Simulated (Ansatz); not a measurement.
**C2H4P, doublet: energies of several shapes or isomers**

Computed with Ansatz's Gaussian-basis code (development build). Basis cc-pVTZ on C/H, cc-pV(T+d)Z on P, nonrelativistic, 7 orbitals frozen in the corrections; active space CAS(3,3). Restricted Hartree–Fock, then the lowest state-specific CASSCF solution met for each case. Single-reference values can break down or jump between states where bonds are stretched. Unlike active orbitals can shift such differences by tenths of an eV, at times by over 1 eV.

Case A:

```xyz
7

C     0.0000   -1.3501   -0.4785
P     0.0000    0.3779   -0.4667
C     0.0000    0.7488    1.2211
H     0.0000   -1.9703    0.4165
H     0.0000   -1.8804   -1.4274
H     0.0000    1.7872    1.5426
H     0.0000    0.0023    2.0139
```

Case B:

```xyz
7

C     0.0000   -1.4905   -0.7776
C     0.0000   -0.1334   -0.7345
P     0.0000    0.9084    0.7125
H     0.0000   -2.0921    0.1283
H     0.0000   -2.0307   -1.7217
H     0.0000    0.4035   -1.6843
H     0.0000   -0.1637    1.6623
```

Energy less that of case A, in eV:

| case | RHF/ROHF | CASSCF |
| --- | --- | --- |
| B | -0.893 | -0.558 |

Question: What does SC-NEVPT2 give for these differences?

Answer: B: -0.508 eV (-11.7 kcal/mol).
